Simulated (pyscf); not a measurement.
Optimised with ωB97X-D3(BJ)/def2-SVP in PySCF.

### Question
PBE/def2-TZVP puts the barrier of H₃Ge–O–SnH₃ + HF → F–GeH₃ + HO–SnH₃ (four-centre exchange; singlet surface; Ge–O, F–H broken, F–Ge, H–O formed) at 4.5 kcal/mol and the reaction energy at -8.1 kcal/mol, from the separated reactants. What do r²SCAN/def2-TZVP, B3LYP-D3(BJ)/def2-TZVP, ωB97M-D3(BJ)/def2-TZVP give on the same structures?

### Answer
r²SCAN: ΔE‡ = 5.0 kcal/mol, ΔE = -7.2 kcal/mol; B3LYP-D3(BJ): ΔE‡ = 6.9 kcal/mol, ΔE = -6.8 kcal/mol; ωB97M-D3(BJ): ΔE‡ = 7.4 kcal/mol, ΔE = -7.1 kcal/mol. PBE's barrier lies under all of them, by 0.4 to 2.9 kcal/mol. Its reaction energy lies under all of them, by 0.9 to 1.3 kcal/mol. On the reactant side the descent ends in a bound adduct (not fully relaxed), 11.4 kcal/mol under the separated species and 19.0 kcal/mol under the saddle at ωB97X-D3(BJ)/def2-TZVP. On the product side the descent ends in a complex (not fully relaxed), 6.0 kcal/mol under the separated species and 18.5 kcal/mol under the saddle at ωB97X-D3(BJ)/def2-TZVP. One saddle was located; it need not be the lowest between these sides. Elements up to Kr have no core potential and no relativistic terms here. Elements past Kr carry the def2 core potentials, without spin-orbit coupling.
